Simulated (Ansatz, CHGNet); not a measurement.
## 2H WSe2: volume per atom by level of theory

No measured value is used here.

```json
[
 {"level (code)": "CHGNet 0.3.0", "value (Å³/atom)": "28.68"},
 {"level (code)": "LDA (Ansatz)", "value (Å³/atom)": "19.54"},
 {"level (code)": "PBE (Ansatz)", "value (Å³/atom)": "24.35"},
 {"level (code)": "PBE+SOC (Ansatz)", "value (Å³/atom)": "24.31"},
 {"level (code)": "PBEsol+SOC (Ansatz)", "value (Å³/atom)": "20.40"},
 {"level (code)": "RPBE (Ansatz)", "value (Å³/atom)": "(withheld)"},
 {"level (code)": "PBE-D3(BJ) (Ansatz)", "value (Å³/atom)": "(withheld)"},
 {"level (code)": "PBE-D4 (Ansatz)", "value (Å³/atom)": "19.91"},
 {"level (code)": "r²SCAN (Ansatz)", "value (Å³/atom)": "21.76"},
 {"level (code)": "r²SCAN+rVV10 (Ansatz)", "value (Å³/atom)": "(withheld)"},
 {"level (code)": "HSE06-D3(BJ) (Ansatz)", "value (Å³/atom)": "18.94"}
]
```

### Question
What belongs in the gaps?

### Answer

- RPBE (Ansatz, a quantum-chemistry and plane-wave program), value (Å³/atom): 28.47
- PBE-D3(BJ) (Ansatz), value (Å³/atom): 19.84
- r²SCAN+rVV10 (Ansatz), value (Å³/atom): 20.67

The crystal itself was run without spin with LDA, PBE, RPBE, PBE-D3(BJ), PBE-D4, r²SCAN, r²SCAN+rVV10; a magnetic state was not tried in these runs. Density-functional levels without +SOC have no spin–orbit coupling. CHGNet 0.3.0: the cell has another shape than the first-principles one, perhaps another minimum in the same group. CHGNet 0.3.0: the cell moved over 20 % in volume from its start. LDA: LDA has no dispersion term either, though it tends to give short spacings of layers, chains or molecules. PBE, PBE+SOC, RPBE, r²SCAN: for a layered or molecular solid the relaxed cell lies over 5 % above the published volume, where the minimum can be shallow. PBE, PBE+SOC, PBEsol+SOC, RPBE, r²SCAN: the cell comes from a level without a dispersion term, which matters for the spacing of layers, chains or molecules. Cutoffs and k meshes differ between the levels. Ansatz's density-functional and Hartree–Fock values are scalar-relativistic unless marked +SOC, with PAW data made under PBE.

Machine-learned potentials (CHGNet 0.3.0) are trained on DFT data: a solid inside that data is no test of them.
